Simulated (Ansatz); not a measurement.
# BH6P: the cost of one run

Computed with Ansatz 0.2.0 (the levels named in each step, unless a step's input says otherwise).

## (1) The structure to begin with

Bond lengths: B1–P2 1.906 Å, B1–H3 1.190 Å, B1–H4 1.194 Å, B1–H5 1.190 Å, P2–H6 1.386 Å, P2–H7 1.387 Å, P2–H8 1.386 Å. Angles: B1–P2–H6 120.7°, B1–P2–H7 120.7°, B1–P2–H8 120.7°, H6–P2–H7 96.3°, H6–P2–H8 96.3°, H7–P2–H8 96.3°, P2–B1–H3 104.8°, P2–B1–H4 104.6°, P2–B1–H5 104.8°, H3–B1–H4 113.9°, H3–B1–H5 113.7°, H4–B1–H5 113.7°.

Structure file:

```xyz
8

B    -1.3710   -0.1601    0.0193
P     0.5222    0.0611   -0.0073
H    -1.7565    0.6173    0.8331
H    -1.5356   -1.3026    0.3251
H    -1.7225    0.0934   -1.0885
H     1.0869    1.2857   -0.3289
H     1.3111   -0.6980   -0.8581
H     1.2763   -0.1586    1.1352
```

## (2) A rough first relaxation, PBE-D4/def2-SVP

This run stands in another session on the same molecule. It ended at:

```xyz
8

B    -1.3741   -0.1618    0.0192
P     0.5342    0.0625   -0.0077
H    -1.7509    0.6459    0.8641
H    -1.5239   -1.3389    0.3360
H    -1.7152    0.1047   -1.1300
H     1.0684    1.3449   -0.3457
H     1.3047   -0.7438   -0.9022
H     1.2676   -0.1752    1.1962
```

## (3) Relaxation, PBE0-D4/def2-TZVPP

This run stands in another session on the same molecule. It ended at:

```xyz
8

B    -1.3613   -0.1605    0.0190
P     0.5359    0.0625   -0.0077
H    -1.7339    0.6338    0.8501
H    -1.5116   -1.3184    0.3304
H    -1.6990    0.1019   -1.1112
H     1.0492    1.3302   -0.3423
H     1.2842   -0.7371   -0.8928
H     1.2473   -0.1740    1.1842
```

## (4) Relaxation, CCSD(T)/cc-pV(T+d)Z

input.yaml

```yaml
crystal:
  periodic: [false, false, false]
  atoms:
    - { symbol: B, position_ang: [-1.36133437, -0.1604757, 0.01904878] }
    - { symbol: P, position_ang: [0.53587118, 0.06245172, -0.00770705] }
    - { symbol: H, position_ang: [-1.73385207, 0.63381141, 0.85007436] }
    - { symbol: H, position_ang: [-1.51162707, -1.31838122, 0.33041013] }
    - { symbol: H, position_ang: [-1.69896203, 0.10190585, -1.11118621] }
    - { symbol: H, position_ang: [1.04922652, 1.33021346, -0.34228942] }
    - { symbol: H, position_ang: [1.28422506, -0.73712696, -0.89276528] }
    - { symbol: H, position_ang: [1.24734278, -0.17404856, 1.1841647] }
basis:
  gaussian: { orbitals: "cc-pV(T+d)Z.json" }
correlation:
  method: ccsd_t
relax:
  f_tol: 0.002
  max_steps: 40
```

On the command line:

```sh
$ ansatz run input.yaml --threads 4 --pin off --max-ram 10240MiB --backend cpu --events-out ev --progress --plain --runs-dir out
```

What time and memory should one allow on 4 threads of Oxide Virtual Turin-like (Zen 5), shared host?

About 2.9 min, with a peak of 2 GiB.
